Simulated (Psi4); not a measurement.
**MP2/pcseg-2 (density fitting, density fitting for correlation, sweep point 10) run of BNH2O (SMILES BN=O)**

What is the vertical ionisation energy of BNH2O at MP2/pcseg-2 (density fitting, density fitting for correlation, sweep point 10)? Input form: a Python script.

The results are computed with Psi4 1.11.

## 1. The structure to begin with

The species is BNH2O (5 atoms), meant as a singlet with charge 0. SMILES: `BN=O`. The shape is that of a GFN2-xTB optimisation.

Bond lengths: B1–N2 1.295 Å, N2–O3 1.192 Å, B1–H4 1.165 Å, B1–H5 1.166 Å. Angles: B1–N2–O3 179.9°, N2–B1–H4 118.8°, N2–B1–H5 118.8°, H4–B1–H5 122.4°.

## 2. The energy at MP2/pcseg-2 (density fitting, density fitting for correlation, sweep point 10)

File calc.py:

```python
import psi4

psi4.set_memory(1600000000)
psi4.set_num_threads(1)
psi4.core.set_output_file('run.log', False)

m = psi4.geometry("""
B     -0.303260     0.384710    -0.206480
N      0.435210    -0.552070     0.296940
O      1.113730    -1.415380     0.760240
H     -1.158940     0.091910    -0.941520
H     -0.086740     1.490830     0.090820
symmetry c1
""")

psi4.set_options(dict(basis='pcseg-2', reference='rhf', puream=True, scf_type='df', num_frozen_docc=3))

e = psi4.energy('mp2')
print(f'mp2 energy: {e:.10f} Eh')
for k, v in sorted(psi4.core.scalar_variables().items()):
    print(f'{k:45s} {v:18.10f}')
```

On the command line:

```
python calc.py
```

run.log, cut to the lines that bear on the results:

```text
[...]
  Running in c1 symmetry.
[...]
  Nuclear repulsion =   58.612788367927152
[...]
  Multiplicity = 1
[...]
  Nalpha       = 11
  Nbeta        = 11
[...]
    Number of basis functions: 118
[...]
   @DF-RHF iter   1:  -155.04177918462022   -7.82068e-01   2.44008e-03 DIIS/ADIIS
[...]
   @DF-RHF iter  12:  -155.10544531280789   -2.12310e-11   5.31049e-09 DIIS
[...]
    Orbital Energies [Eh]
    ---------------------
    Doubly Occupied:
       1A    -20.669637     2A    -15.723349     3A     -7.606268
       4A     -1.550639     5A     -1.081721     6A     -0.783999
       7A     -0.712279     8A     -0.655626     9A     -0.621133
      10A     -0.506895    11A     -0.405152
[...]
  @DF-RHF Final Energy:  -155.10544531280789
   => Energetics <=
    Nuclear Repulsion Energy =             58.6127883679271520
    One-Electron Energy =                -326.8030699836148187
    Two-Electron Energy =                 113.0848363028798218
    Total Energy =                       -155.1054453128078876
[...]
 Multipole Moments:
 ------------------------------------------------------------------------------------
     Multipole            Electronic (a.u.)      Nuclear  (a.u.)        Total (a.u.)
 ------------------------------------------------------------------------------------
 L = 1.  Multiply by 2.5417464519 to convert [e a0] to [Debye]
 Dipole X            :          1.0425407           -1.2889368           -0.2463962
 Dipole Y            :         -1.3256167            1.6382498            0.3126331
 Dipole Z            :          0.7130435           -0.8807805           -0.1677370
 Magnitude           :                                                    0.4319563
[...]
```

On the terminal:

```text
mp2 energy: -155.6374924055 Eh
CURRENT CORRELATION ENERGY                         -0.5320470927
CURRENT ENERGY                                   -155.6374924055
CURRENT REFERENCE ENERGY                         -155.1054453128
CUSTOM SCS-MP2 CORRELATION ENERGY                  -0.5258000391
CUSTOM SCS-MP2 TOTAL ENERGY                      -155.6312453519
DD SOLVATION ENERGY                                 0.0000000000
HF KINETIC ENERGY                                 155.2954683853
HF POTENTIAL ENERGY                              -310.4009136981
HF TOTAL ENERGY                                  -155.1054453128
HF VIRIAL RATIO                                     1.9987763772
MP2 CORRELATION ENERGY                             -0.5320470927
MP2 DOUBLES ENERGY                                 -0.5320470927
MP2 OPPOSITE-SPIN CORRELATION ENERGY               -0.4020588557
MP2 SAME-SPIN CORRELATION ENERGY                   -0.1299882370
MP2 SINGLES ENERGY                                 -0.0000000000
MP2 TOTAL ENERGY                                 -155.6374924055
NUCLEAR REPULSION ENERGY                           58.6127883679
ONE-ELECTRON ENERGY                              -326.8030699836
PCM POLARIZATION ENERGY                             0.0000000000
PE ENERGY                                           0.0000000000
SCF ITERATION ENERGY                             -155.1054453128
SCF ITERATIONS                                     12.0000000000
SCF TOTAL ENERGY                                 -155.1054453128
SCS-MP2 CORRELATION ENERGY                         -0.5258000391
SCS-MP2 TOTAL ENERGY                             -155.6312453519
TWO-ELECTRON ENERGY                               113.0848363029
```

Wall time 2.7 s (1 thread of Intel Xeon Platinum 8259CL at 2.50GHz (Skylake/Cascade Lake), shared host); peak memory 0.23 GiB.

## 3. The doublet cation

File run.py:

```python
import psi4

psi4.set_memory('1600 MB')
psi4.set_num_threads(1)
psi4.set_output_file('output.dat', False)

geom = psi4.geometry("""
1 2
B     -0.303260     0.384710    -0.206480
N      0.435210    -0.552070     0.296940
O      1.113730    -1.415380     0.760240
H     -1.158940     0.091910    -0.941520
H     -0.086740     1.490830     0.090820
symmetry c1
""")

psi4.set_options({
    'basis': 'pcseg-2',
    'reference': 'uhf',
    'puream': True,
    'scf_type': 'df',
    'num_frozen_docc': 3,
    'maxiter': 150,
})

e = psi4.energy("mp2", molecule=geom)
print('E =', round(e, 9))
```

On the command line:

```
python run.py
```

output.dat, cut to the lines that bear on the results:

```text
[...]
  Running in c1 symmetry.
[...]
  Nuclear repulsion =   58.612788367927152
[...]
  Multiplicity = 2
[...]
  Nalpha       = 11
  Nbeta        = 10
[...]
    Number of basis functions: 118
[...]
   @DF-UHF iter   1:  -154.66662672284892   -4.06916e-01   3.29058e-03 DIIS/ADIIS
[...]
   @DF-UHF iter  21:  -154.77654973217133   -1.85594e-11   5.28621e-09 DIIS
[...]
   @S^2 Observed:                8.881196131E-01
[...]
    Orbital Energies [Eh]
    ---------------------
    Alpha Occupied:
       1A    -21.105182     2A    -16.068633     3A     -7.908441
       4A     -1.953145     5A     -1.441607     6A     -1.158542
       7A     -1.139165     8A     -1.050097     9A     -0.873875
      10A     -0.809337    11A     -0.795114
    Alpha Virtual:
      12A     -0.264326    13A     -0.128511    14A     -0.078013
      15A     -0.041617    16A     -0.021572    17A      0.011125
      18A      0.025815    19A      0.054982    20A      0.073521
      21A      0.187958    22A      0.195041    23A      0.250657
      24A      0.267581    25A      0.276083    26A      0.317890
[...]
  @DF-UHF Final Energy:  -154.77654973217133
   => Energetics <=
    Nuclear Repulsion Energy =             58.6127883679271520
    One-Electron Energy =                -319.5416866355262187
    Two-Electron Energy =                 106.1523485354277057
    Total Energy =                       -154.7765497321713326
  UHF NO Occupations:
  HONO-2 :    9  A 1.9941831
  HONO-1 :   10  A 1.9386111
[...]
 Multipole Moments:
 ------------------------------------------------------------------------------------
     Multipole            Electronic (a.u.)      Nuclear  (a.u.)        Total (a.u.)
 ------------------------------------------------------------------------------------
 L = 1.  Multiply by 2.5417464519 to convert [e a0] to [Debye]
 Dipole X            :          0.8670095           -1.2889368           -0.4219274
 Dipole Y            :         -1.1025877            1.6382498            0.5356622
 Dipole Z            :          0.5934000           -0.8807805           -0.2873805
 Magnitude           :                                                    0.7399623
[...]
```

Standard output:

```text
E = -155.261234149
```

Wall time 3.3 s (1 thread of Intel Xeon Platinum 8259CL at 2.50GHz (Skylake/Cascade Lake), shared host); peak memory 0.23 GiB.

## 4. What came out

Level: MP2/pcseg-2 (density fitting, density fitting for correlation, sweep point 10), 3 core orbitals frozen.

| quantity | value |
| --- | --- |
| singlet BNH2O: total energy | -155.63749 Eh |
| singlet BNH2O: HOMO energy (Hartree–Fock orbitals) | -11.02 eV |
| singlet BNH2O: LUMO energy (Hartree–Fock orbitals) | 1.48 eV |
| singlet BNH2O: HOMO–LUMO gap (Hartree–Fock orbitals) | 12.50 eV |
| singlet BNH2O: correlation energy (3 core orbitals frozen) | -532.0 mEh |
| doublet cation: total energy | -155.26123 Eh |
| doublet cation: HOMO energy (Hartree–Fock orbitals) (highest over α and β) | -21.20 eV |
| doublet cation: LUMO energy (Hartree–Fock orbitals) (lowest over α and β) | -7.19 eV |
| doublet cation: correlation energy (3 core orbitals frozen) | -484.7 mEh |
| doublet cation: ⟨S²⟩ of the reference determinant | 0.888 |
| vertical ionisation energy (to the doublet cation) | 10.239 eV |

The vertical ionisation energy comes to 10.24 eV (236 kcal/mol). ⟨S²⟩ (doublet cation) is 0.89 where a pure doublet has 0.75: the reference is spin-contaminated.
